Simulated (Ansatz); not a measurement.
Worked example: the enthalpy of formation of NOF (nitrosyl fluoride)

The species is NOF (3 atoms), meant as a singlet with charge 0. As SMILES, `O=NF`. The coordinates come from a PBE0-D4/def2-TZVP relaxation.

```tsv
atom	x (Å)	y (Å)	z (Å)
O	0.8683	0.2430	0.5047
N	0.1489	-0.4825	0.0299
F	-1.0173	0.2396	-0.5346
```

Total energies at BHLYP/def2-TZVPP (Ansatz 0.2.0); the atoms run unrestricted:

| species | state | energy (Eh) |
| --- | --- | --- |
| NOF | singlet | -229.694561 |
| O | triplet | -75.077121 |
| N | quartet | -54.590855 |
| F | doublet | -99.744669 |

Harmonic wavenumbers at PBE0-D4/def2-TZVP, in cm⁻¹: 560, 824, 1969.

Measured heats of formation of the gaseous atoms at 298.15 K, in kJ/mol: O 249.2, N 472.4, F 79.4. Spin-orbit lowering of the atoms at 298 K (mean of the ground term's levels less their thermal mean, from spectra), in kJ/mol: O 0.40, F 1.29. Take 1 Eh = 2625.50 kJ/mol, 1 cm⁻¹ = 0.0119627 kJ/mol, RT = 2.479 kJ/mol.

Task: Work out the heat of formation of the gas at 298 K.

Result: 
1. Electronic atomisation energy: (-75.077121) + (-54.590855) + (-99.744669) − (-229.694561) = 0.281916 Eh = 740.2 kJ/mol.
2. Zero-point energy: half the sum of the wavenumbers, 1676.5 cm⁻¹ = 20.1 kJ/mol.
3. Thermal vibrational enthalpy, Σ hcν̃/(exp(hcν̃/kT) − 1): 0.7 kJ/mol. Translation, rotation and pV of a non-linear molecule: 4 RT = 9.9 kJ/mol.
4. The 3 free atoms carry 5/2 RT each: 18.6 kJ/mol.
5. Spin-orbit coupling lowers the free atoms by 0.40 + 1.29 = 1.7 kJ/mol.
6. Atomisation enthalpy at 298 K: 740.2 − 1.7 − 20.1 − 0.7 − 9.9 + 18.6 = 726.4 kJ/mol.
7. Sum of the atoms' heats of formation: 801.0 kJ/mol. Heat of formation: 801.0 − 726.4 = +74.6 kJ/mol.

The tabulated value is -65.7 kJ/mol (NIST-JANAF tables; in doubt, as an older value, an estimate or one at odds with other calculations), so this level is off by +140.3 kJ/mol, or 16.2 % of the atomisation enthalpy that the table implies (866.7 kJ/mol). Hybrids with much exact exchange underbind. Anharmonicity and any spin-orbit splitting of the molecule are left out.
